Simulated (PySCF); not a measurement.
**HNO (nitroxyl) at CCSD(T)/def2-TZVPPD**

Aim: the energy change on altering one bond length of HNO (nitroxyl) at CCSD(T)/def2-TZVPPD, from 2 runs. The job is set up through a Python script.

Program for the calculation: PySCF 2.14.0.

2 further runs of the same task are left out: 2 set aside as unsound or not needed.

## 1. The structure to begin with

The species is HNO (3 atoms), meant as a singlet with charge 0. SMILES: `N=O`. The coordinates come from a PBE0-D4/def2-TZVP relaxation.

Bond lengths: N1–O2 1.190 Å, N1–H3 1.063 Å. Angles: O2–N1–H3 108.9°.

## 2. The energy at CCSD(T)/def2-TZVPPD

job.py reads:

```python
from pyscf import gto, scf, cc

mol = gto.M(
    atom='''
N     -0.536115     0.591087    -0.221400
O      1.427310     0.750599     0.862660
H     -0.891195    -1.341668    -0.641279
''',
    unit='bohr',
    spin=0,
    charge=0,
    max_memory=1860,
    basis='def2-tzvppd',
    verbose=3,
)

myscf = scf.RHF(mol)
myscf.conv_tol = 1e-10
myscf.kernel()
if not myscf.converged:
    myscf = myscf.newton().run(myscf.mo_coeff, myscf.mo_occ)

mycc = cc.CCSD(myscf, frozen=2)
mycc.kernel()
e_t = mycc.ccsd_t()
energy = mycc.e_tot + e_t
print('Final energy', energy)
```

Command:

```sh
$ OMP_NUM_THREADS=1 python job.py
```

Log:

```text
converged SCF energy = -129.845596426444
E(CCSD) = -130.2862138299192  E_corr = -0.4406174034752918
CCSD(T) correction = -0.0195810821389502
Final energy -130.3057949120582
```

Wall time 20 s (1 thread of Arm Neoverse V1, shared host); peak memory 0.5 GiB.

## 3. The distorted shape

input.py reads:

```python
from pyscf import gto, scf, cc

molecule = gto.M(
    atom=[
    ('N', (-0.227324, 0.619652, -0.050496)),
    ('O', (0.811676, 0.704062, 0.523164)),
    ('H', (-0.471600, -0.709980, -0.339350)),
],
    max_memory=1860,
    verbose=4,
    basis='def2-tzvppd',
)

myscf = scf.RHF(molecule)
myscf.conv_tol = 1e-10
myscf.kernel()
if not myscf.converged:
    myscf = myscf.newton().run(myscf.mo_coeff, myscf.mo_occ)

mycc = cc.CCSD(myscf, frozen=2)
mycc.kernel()
e_t = mycc.ccsd_t()
etot = mycc.e_tot + e_t
print(f'total energy: {etot:.8f} hartree')
```

Command:

```sh
$ OMP_NUM_THREADS=1 python input.py
```

Log:

```text
PySCF version 2.14.0

[INPUT] num. atoms = 3
[INPUT] num. electrons = 16
[INPUT] charge = 0
[INPUT] spin (= nelec alpha-beta = 2S) = 0
[INPUT] symmetry False subgroup None
[INPUT] Mole.unit = angstrom
[INPUT] Symbol           X                Y                Z      unit          X                Y                Z       unit  Magmom
[INPUT]  1 N     -0.227324000000   0.619652000000  -0.050496000000 AA   -0.429580101541   1.170972572539  -0.095423610386 Bohr   0.0
[INPUT]  2 O      0.811676000000   0.704062000000   0.523164000000 AA    1.533845341882   1.330484354714   0.988636678232 Bohr   0.0
[INPUT]  3 H     -0.471600000000  -0.709980000000  -0.339350000000 AA   -0.891194840345  -1.341667753919  -0.641278560371 Bohr   0.0

nuclear repulsion = 29.6057117814845
number of shells = 34
number of NR pGTOs = 126
number of NR cGTOs = 94
basis = def2-tzvppd
ecp = {}

******** <class 'pyscf.scf.hf.RHF'> ********
method = RHF
initial guess = minao
damping factor = 0
level_shift factor = 0
DIIS = <class 'pyscf.scf.diis.CDIIS'>
diis_start_cycle = 1
diis_space = 8
diis_damp = 0
SCF conv_tol = 1e-10
SCF conv_tol_grad = None
SCF max_cycles = 50
direct_scf = True
direct_scf_tol = 1e-13
Set gradient conv threshold to 1e-05
Initial guess from minao.
init E= -129.726967924469
  HOMO = -0.197498987401602  LUMO = -0.0731491448292232  gap/eV = 3.38373
cycle= 1 E= -129.709141977529  delta_E= 0.0178  |g|= 0.657  |ddm|= 1.39
  HOMO = -0.413205737110381  LUMO = -0.00756864121985496  gap/eV = 11.03795
cycle= 2 E= -129.737876558907  delta_E= -0.0287  |g|= 0.608  |ddm|= 0.602
  HOMO = -0.407598198380178  LUMO = 0.0495386866730656  gap/eV = 12.43933
cycle= 3 E= -129.799865381786  delta_E= -0.062  |g|= 0.0636  |ddm|= 0.252
  HOMO = -0.395261795306162  LUMO = 0.07385849991812  gap/eV = 12.76541
cycle= 4 E= -129.80098766683  delta_E= -0.00112  |g|= 0.0261  |ddm|= 0.0449
  HOMO = -0.40051866342116  LUMO = 0.0726153057544845  gap/eV = 12.87463
cycle= 5 E= -129.801309682266  delta_E= -0.000322  |g|= 0.00896  |ddm|= 0.0292
  HOMO = -0.401196789489028  LUMO = 0.0738752506071914  gap/eV = 12.92737
cycle= 6 E= -129.801381234333  delta_E= -7.16e-05  |g|= 0.00397  |ddm|= 0.0137
  HOMO = -0.401798920192881  LUMO = 0.0738474805401146  gap/eV = 12.94300
cycle= 7 E= -129.801395047031  delta_E= -1.38e-05  |g|= 0.00135  |ddm|= 0.00767
  HOMO = -0.401797162768958  LUMO = 0.0740071489796925  gap/eV = 12.94729
cycle= 8 E= -129.801396193193  delta_E= -1.15e-06  |g|= 0.000306  |ddm|= 0.00232
  HOMO = -0.40177737037893  LUMO = 0.0739905576523781  gap/eV = 12.94630
cycle= 9 E= -129.801396266809  delta_E= -7.36e-08  |g|= 7.39e-05  |ddm|= 0.000569
  HOMO = -0.401775681943072  LUMO = 0.0739842826883024  gap/eV = 12.94609
cycle= 10 E= -129.801396271055  delta_E= -4.25e-09  |g|= 1.69e-05  |ddm|= 0.000147
  HOMO = -0.401775334890345  LUMO = 0.0739826907941741  gap/eV = 12.94604
cycle= 11 E= -129.80139627125  delta_E= -1.95e-10  |g|= 5.87e-06  |ddm|= 2.98e-05
  HOMO = -0.401775526255093  LUMO = 0.0739814967200217  gap/eV = 12.94601
cycle= 12 E= -129.801396271271  delta_E= -2.13e-11  |g|= 1.95e-06  |ddm|= 1.14e-05
  HOMO = -0.401775401726773  LUMO = 0.0739815662894896  gap/eV = 12.94601
Extra cycle  E= -129.801396271273  delta_E= -1.76e-12  |g|= 1.24e-06  |ddm|= 2.35e-06
converged SCF energy = -129.801396271273

******** <class 'pyscf.cc.ccsd.CCSD'> ********
CC2 = 0
CCSD nocc = 6, nmo = 92
frozen orbitals 2
max_cycle = 50
direct = 0
conv_tol = 1e-07
conv_tol_normt = 1e-05
diis_space = 6
diis_start_cycle = 0
diis_start_energy_diff = 1e+09
Init t2, MP2 energy = -130.251006388663  E_corr(MP2) -0.449610117389732
Init E_corr(CCSD) = -0.449610117390295
cycle = 1  E_corr(CCSD) = -0.434072769624875  dE = 0.0155373478  norm(t1,t2) = 0.0685645
cycle = 2  E_corr(CCSD) = -0.454174331640763  dE = -0.020101562  norm(t1,t2) = 0.0307029
cycle = 3  E_corr(CCSD) = -0.452746303318305  dE = 0.00142802832  norm(t1,t2) = 0.0175513
cycle = 4  E_corr(CCSD) = -0.45534721166428  dE = -0.00260090835  norm(t1,t2) = 0.00745796
cycle = 5  E_corr(CCSD) = -0.455990611941241  dE = -0.000643400277  norm(t1,t2) = 0.00236261
cycle = 6  E_corr(CCSD) = -0.45581549312377  dE = 0.000175118817  norm(t1,t2) = 0.00104018
cycle = 7  E_corr(CCSD) = -0.455750907438855  dE = 6.45856849e-05  norm(t1,t2) = 0.000433012
cycle = 8  E_corr(CCSD) = -0.455785684594339  dE = -3.47771555e-05  norm(t1,t2) = 0.000182123
cycle = 9  E_corr(CCSD) = -0.455780404091938  dE = 5.2805024e-06  norm(t1,t2) = 8.24639e-05
cycle = 10  E_corr(CCSD) = -0.455780916932251  dE = -5.12840313e-07  norm(t1,t2) = 2.17455e-05
cycle = 11  E_corr(CCSD) = -0.455780558915629  dE = 3.58016622e-07  norm(t1,t2) = 1.06535e-05
cycle = 12  E_corr(CCSD) = -0.455779995088066  dE = 5.63827563e-07  norm(t1,t2) = 4.06198e-06
cycle = 13  E_corr(CCSD) = -0.45578023041219  dE = -2.35324124e-07  norm(t1,t2) = 1.60209e-06
cycle = 14  E_corr(CCSD) = -0.455780195167552  dE = 3.52446382e-08  norm(t1,t2) = 6.11558e-07
CCSD converged
E(CCSD) = -130.2571764664406  E_corr = -0.4557801951675517
CCSD(T) correction = -0.0230240732165331
total energy: -130.28020054 hartree
```

Run time: 20 s. Hardware: 1 thread of Arm Neoverse V1, shared host; peak memory 0.5 GiB.

## 4. What came out

At CCSD(T)/def2-TZVPPD, 2 core orbitals frozen:

| quantity | value |
| --- | --- |
| first shape: total energy | -130.30579 Eh |
| first shape: dipole moment (Hartree–Fock density) | 1.92 D |
| first shape: HOMO energy (Hartree–Fock orbitals) | -11.52 eV |
| first shape: LUMO energy (Hartree–Fock orbitals) | 2.16 eV |
| first shape: HOMO–LUMO gap (Hartree–Fock orbitals) | 13.69 eV |
| first shape: correlation energy (2 core orbitals frozen) | -460.2 mEh |
| first shape: (T) correction | -19.58 mEh |
| first shape: T1 diagnostic | 0.016 |
| distorted shape: total energy | -130.28020 Eh |
| distorted shape: dipole moment (Hartree–Fock density) | 1.28 D |
| distorted shape: HOMO energy (Hartree–Fock orbitals) | -10.93 eV |
| distorted shape: LUMO energy (Hartree–Fock orbitals) | 2.01 eV |
| distorted shape: HOMO–LUMO gap (Hartree–Fock orbitals) | 12.95 eV |
| distorted shape: correlation energy (2 core orbitals frozen) | -478.8 mEh |
| distorted shape: (T) correction | -23.02 mEh |
| distorted shape: T1 diagnostic | 0.020 |
| energy change with the N1–H3 bond stretched from 1.063 to 1.382 Å | 0.696 eV |

With the N1–H3 bond stretched from 1.063 to 1.382 Å the energy rises by 0.70 eV (67.2 kJ/mol). The first shape isn't relaxed at this level, so the change isn't measured from a minimum. The triples (first shape) make up 4.3 % of the correlation energy. The T1 diagnostic (distorted shape) of 0.020 is above the customary mark for such species, so a single reference may not serve. The triples (distorted shape) make up 4.8 % of the correlation energy.
